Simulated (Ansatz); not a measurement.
Input file:

```yaml
crystal:
  periodic: [false, false, false]
  atoms:
    - {symbol: Hf, position_ang: [0.000000, 0.000000, 0.000000]}
    - {symbol: Cl, position_ang: [0.000000, 0.000000, -2.357400]}
    - {symbol: Cl, position_ang: [0.000000, 0.000000, 2.357400]}
basis:
  gaussian: {orbitals: def2-SVP}
total_charge: 1
magnetization: {spin_polarized: true, initial_magnetization: 1}
hamiltonian: {xc: {name: PBE}}
output: {orbitals: {seedname: orbitals}}
```

```sh
$ ansatz run in.yaml --threads 1 --pin off --events-out ev --progress --plain --max-ram 3968MiB --backend cpu
```

Question: Roughly how long does this take on 1 thread of AMD EPYC 7R13, shared host, and how much host memory?

Answer: 13 s wall and 0.19 GiB.

```
704 factors; their error is unknown
mean field evaluation 1: about -26323.0428 eV, gradient 3.0e1 eV
mean field evaluation 2: about -26065.8028 eV, gradient 1.7e2 eV
mean field evaluation 4: about -26328.3871 eV, gradient 3.8e0 eV
mean field evaluation 8: about -26328.3968 eV, gradient 2.2e-1 eV
mean field evaluation 16: about -26328.3969 eV, gradient 1.1e-4 eV
mean field evaluation 32: about -26325.1805 eV, gradient 4.1e-2 eV
mean field evaluation 64: about -26325.5245 eV, gradient 2.6e0 eV
mean field -26328.39687851 eV, -967.5507392567 hartree, gradient 1.6e-6 eV, S^2 0.752497; 8 other end points of the search recorded, 0 dependent functions left out
reference -26328.39692615 eV, -967.5507410077 hartree; 23, 22 occupied and 45, 46 virtual orbitals, 704 factors
Total energy: -26328.39692615 eV, -967.5507410077 hartree
```
